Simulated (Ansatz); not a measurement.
# ClF3: how energies converge with the basis set

An exercise on one series of results from a longer session: the logs are not shown, and one member is left open.

Computed with Ansatz 0.2.0, Gaussian basis. Level: one geometry, several basis sets.

Levels to be run: PBE0-D4/def2-SVP; ωB97M-V/def2-SVP; PBE0-D4/def2-QZVPP; ωB97M-V/def2-QZVPP; CCSD(T)/cc-pV(D+d)Z; CCSD(T)/cc-pV(T+d)Z; CCSD(T)/cc-pV(Q+d)Z; the functionals' def2-TZVPP values are taken from earlier runs.

### The relaxed structure

All runs share one geometry, relaxed beforehand with PBE0-D4 in a triple-zeta def2 set.

4 atoms, charge 0, spin multiplicity 1.

Atoms are counted from 1 here; the program's logs count them from 0.

Bond lengths: Cl1–F2 1.595 Å, Cl1–F3 1.693 Å, Cl1–F4 1.693 Å. Angles: F2–Cl1–F3 87.5°, F2–Cl1–F4 87.5°, F3–Cl1–F4 174.9°.

The first run:

The input, in.yaml:

```yaml
crystal:
  periodic: [false, false, false]
  atoms:
    - {symbol: Cl, position_ang: [-0.000000, 0.000000, 0.352315]}
    - {symbol: F, position_ang: [-0.000000, -0.000000, -1.242520]}
    - {symbol: F, position_ang: [0.000000, 1.691759, 0.277637]}
    - {symbol: F, position_ang: [0.000000, -1.691759, 0.277637]}
basis:
  gaussian: {orbitals: def2-SVP}
hamiltonian: {xc: pbe0, dispersion: d4}
output: {orbitals: {seedname: orbitals}}
```

On the command line:

```
$ ansatz run in.yaml --threads 2 --pin off --events-out ev --progress --plain --max-ram 32768MiB --backend cpu
```

Steps of the session up to this table: PBE0-D4 in def2-SVP; ωB97M-V in def2-SVP; PBE0-D4 in def2-QZVPP; ωB97M-V in def2-QZVPP.

One table of the session follows, with a row left open; its other results are not shown here.

```
functional       basis  HOMO (eV)  LUMO (eV)
   PBE0-D4    def2-SVP      -9.61      -3.47
   PBE0-D4  def2-TZVPP      -9.75      -3.60
   PBE0-D4  def2-QZVPP      -9.80      -3.65
   ωB97M-V    def2-SVP          ?          ?
   ωB97M-V  def2-TZVPP     -12.19      -1.17
   ωB97M-V  def2-QZVPP     -12.26      -1.25
```

**Question.** Estimate the row for ωB97M-V, def2-SVP.

**Answer.** HOMO (eV): -12.03; LUMO (eV): -0.95. In the column «HOMO (eV)» it lies between ωB97M-V, def2-TZVPP (-12.19) and PBE0-D4, def2-QZVPP (-9.80).
